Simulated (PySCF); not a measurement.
# How methods differ on the ionisation energy of O

O [He] 2s2 2p4 (3P) → O⁺ [He] 2s2 2p3 (4S), as a difference of total energies. Calculation: PySCF 2.14, in aug-cc-pVTZ; the non-relativistic Hamiltonian (point nucleus). Correlated levels: valence: 1s2 frozen. The calculations carry no spin-orbit coupling.

```tsv
method	ionisation energy (eV)
UHF	12.034
LDA	14.005
PBE	14.065
PBE0	13.853
r2SCAN	13.719
B3LYP	14.144
r2SCAN0	13.599
MP2 (valence)	13.336
SCS-MP2 (valence)	13.436
```

Q: Estimate what HSE06 gives.

A: 13.877 eV, closest to PBE0 among the rows shown.

Q: Estimate what wB97M-V gives.

A: 13.793 eV, closest to PBE0 among the rows shown.

A first-order spin-orbit estimate (lowest level to lowest level, LS coupling) adds 0.009 eV.

Errors of the correlated levels include the incompleteness of this basis and the frozen core.

For comparison: 13.618 eV (measured; NIST Atomic Spectra Database, ionization energies).
